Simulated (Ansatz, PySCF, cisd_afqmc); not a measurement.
System: SiO, charge 0, singlet. SiO (SMILES O=[Si]).
B3LYP-D3(BJ)/def2-TZVP minimum from Ansatz (a first-principles code):
```
Si
O 1 1.5131
```

Atomisation energy term by term, kcal/mol (programs: Ansatz, cisd_afqmc). Open shells are spin-unrestricted; no spin-orbit coupling. Cores are frozen in correlated methods. Rows without X2C or -DK are non-relativistic. AFQMC is phaseless with a CISD trial state; ± is one standard error, without the phaseless bias. Outlying blocks are dropped, and bars are widened where a walk drifts. Over all cases where full CI ran beside it in this data, AFQMC minus full CI had a median of +0.1 mEh and passed +0.4 mEh in a tenth of the cases. CBS(X,Y): correlation extrapolated as X^-3, Hartree-Fock from the larger set (Q,5: extrapolated as (X+1)exp(-9√X)). A bracket is a step between two methods taken in the basis named. 'core' is core correlation in cc-pwCVTZ (1s frozen past Ne), 'X2C' scalar relativity in cc-pVTZ-DK, both at CCSD(T). The T1 diagnostic of OSi (O=[Si], singlet) reaches 0.030 in the sets run.

```csv
term,basis,kcal/mol
Hartree-Fock,"CBS(cc-pV(Q+d)Z,cc-pV(5+d)Z)",111.03
CCSD correlation,"CBS(cc-pV(Q+d)Z,cc-pV(5+d)Z)",72.30
(T),"CBS(cc-pV(Q+d)Z,cc-pV(5+d)Z)",8.48
CCSDT(Q) - CCSD(T),cc-pV(Q+d)Z,0.38
CCSDTQ - CCSDT(Q),cc-pV(D+d)Z,-0.25
core correlation,cc-pwCVTZ,0.78
scalar relativity,"X2C, cc-pVTZ-DK",-0.26
minus zero-point energy,Hessian by PySCF at B3LYP-D3(BJ)/def2-TZVP,-1.80
sum: D0,,190.7
```

The step beyond CCSD(T) by other levels: CCSDTQ in cc-pV(D+d)Z 0.83; AFQMC/CISD in cc-pV(D+d)Z 1.21 ± 0.34; CCSDT(Q) in cc-pV(D+d)Z 1.08; AFQMC/CISD in cc-pV(T+d)Z 0.25 ± 0.26; CCSDT(Q) in cc-pV(T+d)Z 0.49; AFQMC/CISD in cc-pV(Q+d)Z 0.16 ± 0.30 kcal/mol.
